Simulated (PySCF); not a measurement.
Match the calculated data to a structure.

All candidates are C4H5F.

- Triplet: lowest triplet excitation (Tamm–Dancoff): 3.35 eV [TDA wB97X-D/def2-SVPD]
- 13C NMR: chemical shifts (computed TMS as zero) by class: 173.5 (1 C), 136.7 (1 C), 124.7 (1 C), 100.8 (1 C) ppm [GIAO PBE0/pcSseg-1]
- UV, first state: lowest singlet excitation: 5.95 eV (209 nm, f = 0.670) [TDDFT wB97X-D/def2-SVPD]
- NMR, other nuclei: isotropic shieldings of nuclei other than C and H, by class: 288 (1 F) ppm [GIAO PBE0/pcSseg-1]
- Dipole: 1.49 D [wB97X-D/def2-SVPD]
- Rotational structure: rotational constants A, B, C: 10.007, 4.304, 3.009 GHz [GFN2-xTB]
- Couplings: largest of the computed one-bond spin–spin couplings (means over like bonds): 19F–13C -320.6, 13C–1H +169.1, 13C–1H +168.5, 13C–1H +167.3, 13C–1H +167.3, 13C–1H +164.8, 13C–13C +94.6, 13C–13C +78.1 Hz [B3LYP/pcJ-1, spin–dipole term left out for some pairs]
- Polarisability: 54.2 au [wB97X-D/def2-SVPD]

Gas-phase values; electronic properties from PySCF, density fitting. Levels stand in brackets. Isolated species at its GFN2-xTB geometry (one conformer only). NMR values are class means; diastereotopic atoms form classes of their own.

Question: Which candidate is it?
A. `C[C@@H]1C=C1F`
B. `C#C[C@H](C)F`
C. `FC1=CCC1`
D. `C=CC(=C)F`
E. `C#CCCF`

Answer: D. It is `C=CC(=C)F`. Numbering: `[CH2:1]=[CH:2][C:3](=[CH2:4])[F:5]`. Its formula, C4H5F, gives 2 degrees of unsaturation: 0 rings and 2 π bonds in the structure found. 4 carbons fall into 4 classes; from least to most shielded: vinylic C–F carbon [C3] (173.5 ppm), alkene CH carbon [C2] (136.7 ppm), terminal =CH2 carbon [C1] (124.7 ppm), terminal =CH2 carbon [C4] (100.8 ppm). The other shieldings belong to: 288 ppm, vinyl fluorine [F5]. The couplings run between: -320.6 Hz, vinyl fluorine [F5] and vinylic C–F carbon [C3]; +169.1 Hz, terminal =CH2 carbon [C4] and its hydrogen; +168.5 Hz, terminal =CH2 carbon [C4] and its hydrogen; +167.3 Hz, terminal =CH2 carbon [C1] and its hydrogen; +167.3 Hz, terminal =CH2 carbon [C1] and its hydrogen; +164.8 Hz, alkene CH carbon [C2] and its hydrogen; +94.6 Hz, vinylic C–F carbon [C3] and terminal =CH2 carbon [C4]; +78.1 Hz, terminal =CH2 carbon [C1] and alkene CH carbon [C2]. The optimised geometry has point group Cs and is an asymmetric top.

The others, at the same levels:
- `C#C[C@H](C)F` fails: its computed 13C shifts are 86.8 (1 C), 83.9 (1 C), 81.5 (1 C), 25.7 (1 C) ppm, lowest singlet excitation is 6.35 eV (195 nm, f = 0.000) (against 5.95 eV) and lowest triplet excitation (Tamm–Dancoff) is 5.48 eV (against 3.35 eV).
- `C#CCCF` fails: its computed 13C shifts are 85.1 (1 C), 82.5 (1 C), 77.4 (1 C), 23.1 (1 C) ppm, rotational constant A is 27.009 GHz (against 10.007 GHz) and smallest rotational constant is 2.150 GHz (against 3.009 GHz).
- `C[C@@H]1C=C1F` fails: its computed 13C shifts are 167.5 (1 C), 83.5 (1 C), 32.2 (1 C), 25.6 (1 C) ppm, lowest singlet excitation is 6.76 eV (183 nm, f = 0.070) (against 5.95 eV) and lowest triplet excitation (Tamm–Dancoff) is 4.53 eV (against 3.35 eV).
- `FC1=CCC1` fails: its computed 13C shifts are 162.3 (1 C), 111.2 (1 C), 36.2 (1 C), 19.2 (1 C) ppm, lowest singlet excitation is 7.22 eV (172 nm, f = 0.009) (against 5.95 eV) and lowest triplet excitation (Tamm–Dancoff) is 4.64 eV (against 3.35 eV).

Each candidate is one conformer, not necessarily the lowest. The conformers computed, where there is a choice (atom-mapped SMILES and torsion angles):
- `[CH2:1]=[CH:2][C:3](=[CH2:4])[F:5]`: C1–C2–C3–C4 180°
- `[CH:1]#[C:2][CH2:3][CH2:4][F:5]`: C2–C3–C4–F5 180°

One-bond C–F couplings are unscaled; at this level they come out some 30 % too large in size.
